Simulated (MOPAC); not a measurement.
MOPAC input (PM7):

```
PM7 FORCE THERMO(298,298) PRECISE LET CHARGE=-1 GEO-OK AUX(PRECISION=9) THREADS=1
C2H4NO

O     0.40299673 1    1.18517339 1    0.48545529 1
C     0.14353670 1    0.05657482 1    0.01815521 1
N     1.00822946 1   -0.85393494 1   -0.40235657 1
C    -1.34123836 1   -0.32499626 1   -0.08330224 1
H    -1.85129801 1    0.39804760 1   -0.72017367 1
H    -1.45526878 1   -1.32604857 1   -0.50250203 1
H    -1.78522394 1   -0.29293311 1    0.91189549 1
H     1.97484869 1   -0.59770314 1   -0.33300198 1
```

**Question.** Which zero-point energy does it print?

**Answer.** 35.67 kcal/mol, from the harmonic wavenumbers of PM7.
